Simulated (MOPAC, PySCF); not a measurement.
CH$_{5}$N, SMILES `CN`, neutral singlet in the gas phase. 

Z-matrix (Å, degrees):
```
C
H 1 1.0920
H 1 1.0920 2 107.19
H 1 1.1000 2 107.91 3 115.99
N 1 1.4621 2 109.16 3 -118.11
H 5 1.0144 1 110.21 2 179.97
H 5 1.0144 6 106.22 1 -119.38
```
Charge 0, spin multiplicity 1.

All levels are single points at this geometry (r2SCAN-D4/def2-TZVPD); Pople sets use spherical d functions. Orbital energies aren't observables, and empty levels follow the basis.

```json
[
 {"level": "PBE-D3(BJ)/def2-TZVPD in PySCF", "HOMO (eV)": "-5.41", "LUMO (eV)": "-0.25", "gap (eV)": "5.16", "dipole (D)": "1.27", "vertical IE, Delta-SCF (eV)": "–"},
 {"level": "r2SCAN-D4/def2-TZVPD in PySCF", "HOMO (eV)": "-5.69", "LUMO (eV)": "0.58", "gap (eV)": "6.27", "dipole (D)": "1.30", "vertical IE, Delta-SCF (eV)": "–"},
 {"level": "B3LYP/6-311+G** in PySCF", "HOMO (eV)": "-6.65", "LUMO (eV)": "0.00", "gap (eV)": "6.65", "dipole (D)": "1.47", "vertical IE, Delta-SCF (eV)": "–"},
 {"level": "B3LYP/6-31G* in PySCF", "HOMO (eV)": "-6.16", "LUMO (eV)": "2.36", "gap (eV)": "8.53", "dipole (D)": "1.44", "vertical IE, Delta-SCF (eV)": "9.43"},
 {"level": "BP86/6-31G* in PySCF", "HOMO (eV)": "-4.93", "LUMO (eV)": "1.76", "gap (eV)": "6.69", "dipole (D)": "1.42", "vertical IE, Delta-SCF (eV)": "–"},
 {"level": "M06-2X/6-31G* in PySCF", "HOMO (eV)": "-8.00", "LUMO (eV)": "3.65", "gap (eV)": "11.65", "dipole (D)": "1.49", "vertical IE, Delta-SCF (eV)": "–"},
 {"level": "PBE/6-31G* in PySCF", "HOMO (eV)": "-4.81", "LUMO (eV)": "1.76", "gap (eV)": "6.57", "dipole (D)": "1.41", "vertical IE, Delta-SCF (eV)": "9.27"},
 {"level": "HF/3-21G in PySCF", "HOMO (eV)": "-10.17", "LUMO (eV)": "7.30", "gap (eV)": "17.47", "dipole (D)": "1.73", "vertical IE, Delta-SCF (eV)": "–"},
 {"level": "HF/6-31G* in PySCF", "HOMO (eV)": "-10.50", "LUMO (eV)": "6.21", "gap (eV)": "16.71", "dipole (D)": "1.56", "vertical IE, Delta-SCF (eV)": "8.33"},
 {"level": "HF/STO-3G in PySCF", "HOMO (eV)": "-8.76", "LUMO (eV)": "16.99", "gap (eV)": "25.75", "dipole (D)": "1.49", "vertical IE, Delta-SCF (eV)": "–"},
 {"level": "AM1 in MOPAC", "HOMO (eV)": "-9.96", "LUMO (eV)": "3.75", "gap (eV)": "13.71", "dipole (D)": "1.62", "vertical IE, Delta-SCF (eV)": "–"},
 {"level": "PM3 in MOPAC", "HOMO (eV)": "-9.45", "LUMO (eV)": "3.09", "gap (eV)": "12.54", "dipole (D)": "1.41", "vertical IE, Delta-SCF (eV)": "–"},
 {"level": "PM7 in MOPAC", "HOMO (eV)": "-9.61", "LUMO (eV)": "3.65", "gap (eV)": "13.26", "dipole (D)": "2.12", "vertical IE, Delta-SCF (eV)": "–"}
]
```
